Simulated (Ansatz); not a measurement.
SiH2, singlet: reading a ladder of total energies

Geometry: MP2(full)/6-31G*, from the G2/97 set.

```xyz
3

Si    0.0000    0.0000    0.0703
H     0.0000    1.0969   -0.9798
H     0.0000   -1.0969   -0.9798
```

Basis cc-pV(D+d)Z; Ansatz 0.2.0. Correlated methods freeze the noble-gas cores, which leaves 6 electrons in 28 orbitals. R marks a restricted (for open shells ROHF) determinant.

Full CI is exact within this basis and frozen core; it isn't the basis-set limit.

Runs differ by some tens of microhartree through their thresholds, so steps under 0.03 kcal/mol mean nothing.

```json
{"level": "RHF", "total energy (hartree)": "-290.021947"}
{"level": "RMP2", "total energy (hartree)": "-290.110467"}
{"level": "RCCSD", "total energy (hartree)": "-290.139349"}
{"level": "RCCSD(T)", "total energy (hartree)": "-290.141643"}
{"level": "RCCSDT", "total energy (hartree)": "-290.142268"}
{"level": "RCCSDT(Q)", "total energy (hartree)": "-290.142360"}
{"level": "RCCSDTQ", "total energy (hartree)": "-290.142382"}
{"level": "full CI", "total energy (hartree)": "-290.142383"}
```

Task: What is the correlation energy at full CI, and what share of it do RMP2 and RCCSD recover?

Result: E(corr) = -290.142383 − (-290.021947) = -0.120436 hartree = -3.277 eV. RMP2: -0.088520 / -0.120436 = 73.50 %. RCCSD: -0.117402 / -0.120436 = 97.48 %.

Task: By how many kcal/mol does RCCSD(T) miss full CI (1 hartree = 627.509 kcal/mol), and which steps make up the rest?

Result: -290.141643 − (-290.142383) = 0.000740 hartree = 0.46 kcal/mol. Steps: RCCSDT − RCCSD(T) = -0.39, RCCSDT(Q) − RCCSDT = -0.06, RCCSDTQ − RCCSDT(Q) = -0.01, full CI − RCCSDTQ = 0.00 kcal/mol. That is within 1 kcal/mol of the reference in this basis, which itself misses far more of the correlation at the basis-set limit.
